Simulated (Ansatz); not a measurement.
# bcc Rb

Calculation: r²SCAN (plane waves, PAW; Ansatz, a first-principles code).

Run with plane-wave cutoff 500 eV, 2×2×2 k mesh, Fermi–Dirac smearing 0.1 eV, cell of 250 sites, scalar-relativistic PAW data made under PBE.

Cell: relaxed at this level.

```
Quantity                                     Result
------------------------------------------  -------
vacancy formation energy                    0.30 eV
vacancy formation energy before relaxation  0.37 eV
```

Measured, for comparison: vacancy formation energy 0.3 eV (not corrected to a static lattice, monovacancy; as tabulated in Riffe and Christensen (2024), arXiv:2406.09527). Computed (rounded) less measured: vacancy formation energy within the reference's last digit.

Note: energies are extrapolated to zero smearing, and mesh and cell size move such values by some hundredths of an eV or more.

Computed values are for the static lattice.
